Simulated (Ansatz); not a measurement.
Results of r²SCAN+SOC in Ansatz (plane waves, PAW) for fcc Pt.

Run with plane-wave cutoff 560 eV, 24×24×24 k mesh, Fermi–Dirac smearing 0.05 eV, PAW data made under PBE.

Computed points:

```tsv
V (Å³/atom)	E − E_lowest (meV/atom)	P (GPa)
14.395	52.36	19.56
14.701	22.18	12.17
15.008	5.26	5.67
15.314	0.00	-0.05
15.620	5.00	-5.08
15.926	19.01	-9.49
16.233	40.93	-13.35
```

Question: Estimate the bulk modulus from the pressures at 15.008 and 15.620 Å³/atom, and compare it with a fit to all energies.

Answer: B = −V dP/dV. Between V = 15.008 and 15.620 Å³/atom, dP/dV = (-5.08 − (5.67))/(15.620 − 15.008) = -17.6 GPa per Å³/atom; at the midpoint 15.314 Å³/atom this gives B ≈ 269 GPa. The third-order Birch–Murnaghan fit gives V0 = 15.311 Å³/atom, B0 = 268 GPa, B′ = 5.5, which lies within 1 % of that estimate.

Measured, for comparison: bulk modulus 289 GPa (corrected for temperature and zero-point phonon effects; as tabulated in Levämäki et al. (2014), arXiv:1402.3671); equilibrium volume per atom 14.98 Å³/atom (static lattice: zero-point anharmonic expansion removed; as tabulated in Mejia-Rodriguez and Trickey (2018), arXiv:1807.09216). Computed (rounded) less measured: bulk modulus -7 %, equilibrium volume per atom +2.2 %.

Computed values are for the static lattice.

Ansatz is an electronic-structure program.
